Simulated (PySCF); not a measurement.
## ClF4: from structure and modes to constants

These are results of UPBE in PySCF with Cl def2-SVP, F def2-SVP; no relativity; density-fitted integrals, not measurements.

The doublet minimum has C4v symmetry. Masses (u): Cl 34.96885, F 18.99840.

```xyz
5
charge 0 multiplicity 2, angstrom
Cl    0.0000    0.0000    0.1417
F     1.7569    0.0000   -0.0658
F     0.0000    1.7569   -0.0658
F    -1.7569    0.0000   -0.0658
F     0.0000   -1.7569   -0.0658
```

Harmonic wavenumbers (cm⁻¹): 131.4 (b1, ×1), 250.9 (e, ×2), 290.0 (b2, ×1), 317.8 (a1, ×1), 414.8 (b1, ×1), 512.4 (a1, ×1), 602.6 (e, ×2).

**Question.** Find the principal moments of inertia and the rotational constants. What kind of rotor is it?

**Answer.** About the centre of mass I = 118.31, 118.31, 234.56 u Å². With B = 16.8576/I this gives 0.1425, 0.1425, 0.07187 cm⁻¹. The molecule is an oblate symmetric top.

**Question.** What is the harmonic zero-point energy?

**Answer.** Half the sum of all 9 wavenumbers, 3373/2 = 1687 cm⁻¹, which is 20.2 kJ/mol (1 cm⁻¹ = 0.0119627 kJ/mol).

**Question.** Find the vibrational entropy and heat capacity at 298.15 K.

**Answer.** With u = 1.43878 ω/T, each mode gives S = R[u/(eᵘ−1) − ln(1−e⁻ᵘ)] and C = R u² eᵘ/(eᵘ−1)².
| ω (cm⁻¹) | u | S (J/(mol K)) | C (J/(mol K)) |
| --- | --- | --- | --- |
| 131.4 | 0.634 | 12.24 | 8.04 |
| 250.9 (×2) | 1.211 | 7.21 | 7.37 |
| 290.0 | 1.399 | 6.17 | 7.08 |
| 317.8 | 1.534 | 5.53 | 6.86 |
| 414.8 | 2.002 | 3.81 | 6.02 |
| 512.4 | 2.473 | 2.63 | 5.11 |
| 602.6 (×2) | 2.908 | 1.86 | 4.29 |
The sums over all modes are S = 48.5 and C = 56.4 J/(mol K); the softest mode gives 25 % of the entropy (each member, where degenerate).

**Question.** Give the standard entropy (298.15 K, 1 bar) by its translational, rotational, vibrational and spin parts, and Cp.

**Answer.** Sackur–Tetrode with M = 110.96 u gives 167.6; rotation with symmetry number 4 gives 99.4; vibration 48.5; spin R ln 2 = 5.8. The total is 321.2 J/(mol K), and Cp = 4 R + 56.4 = 89.7 J/(mol K).

This need not be the most stable arrangement of these atoms.
